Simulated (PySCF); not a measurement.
## Ionisation energy of S by level of theory

S [Ne] 3s2 3p4 (3P) → S+ [Ne] 3s2 3p3 (4S), as a difference of total energies. Calculation: PySCF 2.14, in x2c-QZVPPall (9s6p4d2f1g, 70 functions); scalar relativity by spin-free X2C-1e. Correlated levels: valence: [Ne] frozen; valence and next inner shell: 1s2 frozen. The calculations carry no spin-orbit coupling.

Q: Order these methods by the ionisation energy they give, lowest first.
A. MP2 (valence and next inner shell)
B. wB97M-V
C. B2PLYP
D. UHF

A: D (9.219 eV), A (10.069 eV), C (10.331 eV), B (10.391 eV).

A first-order spin-orbit estimate (lowest level to lowest level, LS coupling) adds 0.023 eV.

Errors of the correlated levels include the incompleteness of this basis and the frozen core.

For comparison: 10.360 eV (measured; NIST Atomic Spectra Database, ionization energies).
